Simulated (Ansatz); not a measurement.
Input for Ansatz (a program for electronic structure): R-B3LYP/def2-TZVPPD on CH4O (SMILES CO). Files ending in .json are basis or fitting sets from the Basis Set Exchange.

Ansatz 0.2 input:
```yaml
crystal:
  periodic: [false, false, false]
  atoms:
    - {symbol: O, position_ang: [1.55720238, -0.41766295, -0.50550691]}
    - {symbol: H, position_ang: [1.83922838, -0.04771495, -1.34537091]}
    - {symbol: C, position_ang: [1.94311638, 0.49392105, 0.51392909]}
    - {symbol: H, position_ang: [1.61993338, 0.06428805, 1.45699609]}
    - {symbol: H, position_ang: [3.02417138, 0.63300405, 0.55296909]}
    - {symbol: H, position_ang: [1.46464238, 1.46751905, 0.39875309]}
basis:
  gaussian:
    orbitals: def2-TZVPPD.json
hamiltonian:
  xc: {name: B3LYP}
scf: {lower_state_search: off}
```

The head of its log:

```
WARN ansatz: RAYON_NUM_THREADS=1 ignored (pool sized by the plan → 1); use --threads N
Functional definition: B3LYP
these checks for a lower state are left out or cut short: stability, starts, cluster_reference, orbital_swaps, neighbouring_geometries, increment
integrals: 0.03 GiB planned
594 factors; their error is unknown
mean field: 0.42 GiB planned
mean field evaluation 1: about -3145.0913 eV, gradient 5.3e1 eV
mean field evaluation 2: about -3137.5540 eV, gradient 8.3e1 eV
```

### Question
Predict the final total energy.

### Answer
-115.7804 hartree.
